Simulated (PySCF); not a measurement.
propene (C₃H₆), SMILES C(C)=C.

Geometry optimised at ωB97X-D3(BJ)/def2-TZVP.

These are TDA-PBE/def2-SVPD in PySCF 2.14.0 values and carry that method's errors.

Vertical excitations.  State labels are in the subgroup Cs.

```json
[
 {"state": "S1", "symmetry": "A\"", "energy (eV)": "6.68", "λ (nm)": "186", "f": "0.006", "main pairs": "HOMO→LUMO+1 100 %"},
 {"state": "S2", "symmetry": "A\"", "energy (eV)": "7.43", "λ (nm)": "167", "f": "0.035", "main pairs": "HOMO→LUMO+2 93 %"},
 {"state": "S3", "symmetry": "A\"", "energy (eV)": "7.45", "λ (nm)": "166", "f": "0.003", "main pairs": "HOMO→LUMO+3 92 %"},
 {"state": "S4", "symmetry": "A\"", "energy (eV)": "7.82", "λ (nm)": "159", "f": "0.000", "main pairs": "HOMO−1→LUMO 98 %"},
 {"state": "S5", "symmetry": "A'", "energy (eV)": "7.90", "λ (nm)": "157", "f": "0.495", "main pairs": "HOMO→LUMO 81 %"},
 {"state": "S6", "symmetry": "A\"", "energy (eV)": "8.41", "λ (nm)": "147", "f": "0.001", "main pairs": "HOMO−2→LUMO 97 %"},
 {"state": "S7", "symmetry": "A\"", "energy (eV)": "8.60", "λ (nm)": "144", "f": "0.001", "main pairs": "HOMO→LUMO+4 98 %"},
 {"state": "S8", "symmetry": "A'", "energy (eV)": "8.71", "λ (nm)": "142", "f": "0.005", "main pairs": "HOMO−1→LUMO+1 79 %, HOMO→LUMO+5 20 %"},
 {"state": "S9", "symmetry": "A'", "energy (eV)": "8.80", "λ (nm)": "141", "f": "0.049", "main pairs": "HOMO→LUMO+5 78 %, HOMO−1→LUMO+1 20 %"},
 {"state": "S10", "symmetry": "A\"", "energy (eV)": "9.12", "λ (nm)": "136", "f": "0.017", "main pairs": "HOMO→LUMO+6 99 %"},
 {"state": "T1", "symmetry": "A'", "energy (eV)": "4.56", "λ (nm)": "272", "f": "0", "main pairs": "HOMO→LUMO 99 %"},
 {"state": "T2", "symmetry": "A\"", "energy (eV)": "6.56", "λ (nm)": "189", "f": "0", "main pairs": "HOMO→LUMO+1 100 %"},
 {"state": "T3", "symmetry": "A\"", "energy (eV)": "7.27", "λ (nm)": "170", "f": "0", "main pairs": "HOMO−1→LUMO 63 %, HOMO→LUMO+3 26 %, HOMO→LUMO+2 10 %"},
 {"state": "T4", "symmetry": "A\"", "energy (eV)": "7.31", "λ (nm)": "170", "f": "0", "main pairs": "HOMO→LUMO+2 82 %, HOMO→LUMO+3 17 %"}
]
```
Triplets are in the Tamm–Dancoff approximation.
